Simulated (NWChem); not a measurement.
System: difluoromethane (CH2F2); SMILES FCF

Results from NWChem. Pople sets run with spherical d functions. STO-3G and 3-21G are far too small for this property and stand as cheap habits. All runs use the structure optimised with PBE-D3(BJ)/def2-SVP. Vertical excitations in the gas phase; the lowest state need not have the same character in each row.

Order these runs by computing time, cheapest first, and give rough ratios: B3LYP/def2-TZVP, TDA; B3LYP/3-21G, TDA; B3LYP/def2-SVP, TDA.

B3LYP/3-21G, TDA (1), B3LYP/def2-SVP, TDA (3), B3LYP/def2-TZVP, TDA (10). Ratios are rough, from one shared machine; the cheapest took around 4 core-seconds (rough). What differs between the cheapest and the dearest: lowest excitation, singlet (eV) 10.98 → 9.71; orbital gap (eV) 12.03 → 10.91.
